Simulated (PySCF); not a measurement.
# BrH4O: the cost of one run

Computed with PySCF 2.14.0; each step states its level. No surroundings beyond the atoms listed, unless a continuum is named. Atoms count from 0, parts from 1.

## (1) Starting point

6 atoms, charge 1, multiplicity 1; geometry: GFN2-xTB. Parts: 1 = atoms 0–1, `Br`, charge 0; 2 = atoms 2–5, `[OH3+]`, charge 1.

## (2) Geometry optimisation at PBE0-D3(BJ)/def2-SVPD

What the job is given:

```
{"job": {"xc": "PBE0", "basis": "def2-SVPD", "d3": "d3bj", "grid": 2, "kind": "geom", "shake": 0.01}, "charge": 1, "multiplicity": 1, "parts": [{"atoms": "0-1", "charge": 0, "multiplicity": 1}, {"atoms": "2-5", "charge": 1, "multiplicity": 1}]}
Br     0.649189     0.117508     0.418056
H     -0.576591     0.205525    -0.267298
O      3.827822     0.424910     0.364884
H      2.903740     0.402047     0.142091
H      4.142676    -0.459072     0.675995
H      4.014411     1.121450     1.046752
```

On the command line:

```bash
OMP_NUM_THREADS=1 python cluster_run.py task.json out
```

This one command runs all jobs of the session in turn.

Q: Estimate the wall time and peak memory of this first job on 1 thread of Intel Xeon 6975P-C, shared host.

About 17 s, with a peak of 0.42 GiB.
